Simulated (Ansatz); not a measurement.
Compare A (`C=C/C=C\F`) with its isomer B (`FCC1=CC1`).

Computed with Ansatz on PBE0-D4/def2-TZVP structures; ΔE is electronic, products minus reactants. CCSD(T)/CBS adds triple-zeta CCSD(T) − MP2 to the extrapolated MP2 energy (def2 sets, frozen cores). DFT in def2-TZVPP. Each species was taken in one conformer, which may not be the lowest.

(1) Which is lower in electronic energy at CCSD(T)/CBS, and by how much? (Estimate.)

(2) Give E(B) − E(A) in kJ/mol with CCSD/def2-TZVPP, PBE0-D4, PBE-D4, ωB97M-V, MP2/def2-TZVPP, r2SCAN-D4, B2PLYP. (Estimate.)

Largest T1 diagnostic: 0.012.

Results:

(1) Computed: A, by 146.2 kJ/mol.

(2) Computed: CCSD/def2-TZVPP 144.5, PBE0-D4 134.6, PBE-D4 140.9, ωB97M-V 138.8, MP2/def2-TZVPP 134.9, r2SCAN-D4 147.1, B2PLYP 149.6. None reverses the order clearly.

In def2-TZVPP, CCSD(T) changes the Hartree–Fock value by −8.1 kJ/mol (the triples alone add +2.4 kJ/mol) and MP2 by −20.2 kJ/mol. From PBE to PBE0 (25 % exact exchange), in def2-TZVPP and without D4, E(B) − E(A) moves by −6.2 kJ/mol.
